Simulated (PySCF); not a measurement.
## State search for SiH⁺

Unrestricted PBE0; PySCF, no relativity, basis sets Si 6-311G(d,p), H 6-311G(d,p). Outer shells of the fragments: Si+ 3s2 3p1; H 1s1.

Followed along the bond (rough minima from three points):

```tsv
2Ms+1	unpaired	⟨S²⟩ at the start	R at minimum (Å)	Te (eV)
1	none	0.00	1.52	0.00
3	σ ↑, π ↑	2.01	1.55	1.96
```

Solutions found at the starting distance of 1.535 Å, counted from the lowest of them; the search is not exhaustive and high or unbound solutions are not listed, so other states can lie among these:

```
2Ms+1  unpaired   term  E (eV)  ⟨S²⟩  ⟨Lz²⟩  μ (D)
    1      none    ¹Σ⁺    0.00  0.00   0.00   0.51
    3  σ ↑, π ↑     ³Π    1.96  2.01   1.00   0.47
    1  σ ↑, π ↓  mixed    2.42  1.02   1.00   0.82
    3      π ↑↑    ³Σ⁻    5.72  2.18   0.00   0.53
    3      σ ↑↑    ³Σ⁺    7.04  2.00   0.00   0.03
```

A term symbol is given only where ⟨S²⟩ and ⟨Lz²⟩ are close to those of a pure state; real π, δ and φ orbitals otherwise mix terms. A positive dipole points towards H; it is taken about the centre of mass and depends on that origin.

Counting both spins, an empty level lies below a filled one in some of these solutions, because spin and occupation are held.
